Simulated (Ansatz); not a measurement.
# How methods differ on CHCl3 (chloroform)

CHCl3: 5 atoms, total charge 0, spin state singlet. SMILES: `ClC(Cl)Cl`. Geometry: relaxed at PBE0-D4/def2-TZVP.

Each level gives the atomisation enthalpy at 298 K (kJ/mol). The values are calculated. The thermal term (zero-point and 298 K enthalpy, harmonic and unscaled) is that of PBE0-D4/def2-TZVP; the spin-orbit lowering of the free atoms at 298 K, 10.3 kJ/mol by their spectra, is taken off.

**The experiment to reproduce.** Active Thermochemical Tables gives the atomisation enthalpy at 298 K of the gas as 1402 kJ/mol.

| level | kind | program | value (kJ/mol) | computed − measured | CPU time (all runs) |
| --- | --- | --- | --- | --- | --- |
| HF/STO-3G | Hartree–Fock | Ansatz | 1009 | -393 | 0.31 s |
| PBE/STO-3G | GGA | Ansatz | 1599 | +197 | 2.4 s |
| BHLYP/STO-3G | global hybrid | Ansatz | 1399 | -3 | 2.1 s |
| PBE0/STO-3G | global hybrid | Ansatz | 1535 | +133 | 2.1 s |
| r2SCAN0/STO-3G | hybrid meta-GGA | Ansatz | 1483 | +81 | 5.6 s |
| HSE06/STO-3G | range-separated hybrid | Ansatz | 1537 | +135 | 2.6 s |
| BCCD(T)/STO-3G | coupled cluster or CI | Ansatz | 1231 | -171 | 0.58 s |
| CCSD(T)/STO-3G | coupled cluster or CI | Ansatz | 1231 | -171 | 0.5 s |
| FCI/STO-3G | exact in the basis | Ansatz | 1233 | -169 | 17 s |

Nearest: BHLYP/STO-3G (-3 kJ/mol); farthest: HF/STO-3G (-393 kJ/mol). Wave-function methods converge slowly with the basis and bind too weakly in sets of this size; that is part of their error here. All rows use very small basis sets, so none should be taken for the real molecule's value. In so small a basis fixed costs decide the times, and correlated methods can beat functionals. CPU times are rough (shared hosts, several kinds of processor and program).
